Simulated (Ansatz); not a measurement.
The input, for Ansatz 0.2.0:

```yaml
crystal:
  periodic: [false, false, false]
  atoms:
    - {symbol: B, position_ang: [0.000000, 0.000000, 1.294733]}
    - {symbol: Al, position_ang: [0.000000, 0.000000, -0.658940]}
    - {symbol: H, position_ang: [0.000000, 0.876343, 1.876039]}
    - {symbol: H, position_ang: [0.000000, -0.876343, 1.876039]}
basis:
  gaussian: {orbitals: 6-31G}
correlation: {method: fic_mrcisd_q, electrons: outside_noble_gas, active_space: {window: {electrons: 2, orbitals: 2}}}
```

```sh
$ ansatz run in.yaml --threads 1 --pin off --events-out ev --progress --plain --max-ram 2393MiB
```

Output:

```
328 factors; integrals over basis functions are off by at most 1.8e-4 eV
mean field evaluation 1: about -7281.3732 eV, gradient 9.7e0 eV
mean field evaluation 2: about -7281.3716 eV, gradient 9.7e0 eV
mean field evaluation 4: about -7281.8321 eV, gradient 5.1e-1 eV
mean field evaluation 8: about -7281.8335 eV, gradient 2.1e-4 eV
mean field evaluation 16: about -7279.4729 eV, gradient 1.6e0 eV
mean field -7281.83348863 eV, -267.6024449030 hartree, gradient 2.4e-6 eV, S^2 0.000000; 2 other end points of the search recorded, 0 dependent functions left out; unrestricted orbitals would lower it
reference -7281.83348863 eV, -267.6024449030 hartree; 10, 10 occupied and 16, 16 virtual orbitals, 328 factors
state -7282.17374936 eV, -267.6149492544 hartree
contracted CI cycle   1: correlation 0.00000000 eV, 0.0000000000 hartree, residual 1.04e1 eV
contracted CI cycle   2: correlation -2.14980587 eV, -0.0790039084 hartree, residual 1.67e0 eV
contracted CI cycle   3: correlation -2.24765426 eV, -0.0825997706 hartree, residual 6.69e-1 eV
contracted CI cycle   4: correlation -2.26397329 eV, -0.0831994837 hartree, residual 3.04e-1 eV
contracted CI cycle   5: correlation -2.26813852 eV, -0.0833525534 hartree, residual 1.68e-1 eV
contracted CI cycle   6: correlation -2.26918883 eV, -0.0833911513 hartree, residual 7.82e-2 eV
contracted CI cycle   7: correlation -2.26939831 eV, -0.0833988495 hartree, residual 3.67e-2 eV
contracted CI cycle   8: correlation -2.26945596 eV, -0.0834009682 hartree, residual 2.12e-2 eV
contracted CI cycle   9: correlation -2.26947551 eV, -0.0834016866 hartree, residual 1.05e-2 eV
contracted CI cycle  10: correlation -2.26947894 eV, -0.0834018126 hartree, residual 3.66e-3 eV
contracted CI cycle  11: correlation -2.26947933 eV, -0.0834018270 hartree, residual 1.19e-3 eV
state -7282.17374936 eV, -267.6149492544 hartree; corrected -7284.60031940 eV, -267.7041240586 hartree
Total energy: -7284.60031940 eV, -267.7041240586 hartree
```

Natural occupations: 1.9304 0.0696.

For the same geometry and basis full CI lies 12.3 meV lower.

Ran on 1 thread of Intel Xeon Platinum 8375C, shared host: 0.84 s wall, 0.09 GiB peak host memory.
